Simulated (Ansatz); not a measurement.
## Scan of H2C–GaH, triplet

Starting geometry (PBE0/def2-TZVP stationary point for this spin, not checked as a minimum):

```xyz
5

C     0.0000    0.0830    1.6257
Ga    0.0000   -0.0367   -0.3269
H     0.0000    1.0336    2.1585
H     0.0000   -0.7851    2.2796
H     0.0000    1.3026   -1.1958
```

From there Ga2, H5 move together along the line of the two atoms named below, all else staying in place; atoms are numbered as listed. Energies are in kcal/mol, counted from the starting geometry at the same level. Kohn–Sham curves are unrestricted where that lies lower.

Basis cc-pVDZ; Ansatz 0.2.0. Only valence electrons are correlated (noble-gas cores and the filled d shells of p-block atoms frozen). R marks a restricted (for open shells ROHF) determinant, U an unrestricted one. No spin–orbit coupling is included, and no scalar relativity.

Unrestricted rows (U, and Kohn–Sham where it breaks symmetry) aren't spin-pure: their determinants' ⟨S²⟩ exceeds S(S+1) by up to 0.21, so they mix in states of higher spin.

Full CI isn't at hand for all of this; UCCSDT(Q) serves as the reference, and is uncertain by the last step of the cluster series or more.

```tsv
distance C1-Ga2 (Å)	B2PLYP
1.572	52.4
1.793	7.2
1.956	0.0
2.122	2.9
2.414	17.6
2.655	31.1
3.097	46.0
3.578	50.7
4.361	52.0
5.301	52.3
6.495	52.3
```

**Question.** Estimate the UCCSDT(Q) curve in cc-pVDZ from this one, knowing how B2PLYP differs from it in such a basis.

**Answer.** The computed UCCSDT(Q) values, in kcal/mol from the starting point, and the difference of B2PLYP against them:
| distance C1-Ga2 (Å) | UCCSDT(Q) | B2PLYP less UCCSDT(Q) |
| --- | --- | --- |
| 1.572 | 56.6 | -4.2 |
| 1.793 | 8.4 | -1.2 |
| 1.956 | 0.0 | 0.0 |
| 2.122 | 2.2 | 0.7 |
| 2.414 | 16.2 | 1.4 |
| 2.655 | 29.1 | 2.0 |
| 3.097 | 44.0 | 2.0 |
| 3.578 | 47.7 | 3.0 |
| 4.361 | 48.3 | 3.7 |
| 5.301 | 48.5 | 3.8 |
| 6.495 | 48.6 | 3.7 |

B2PLYP at 6.495 Å lies 3.7 kcal/mol (8 %) above the reference in this basis.

In so small a basis the reference is far from its limit. A double hybrid takes much of its correlation from a semilocal functional, which needs less basis, so its difference from the reference holds the reference's basis and frozen-core error beside its own.
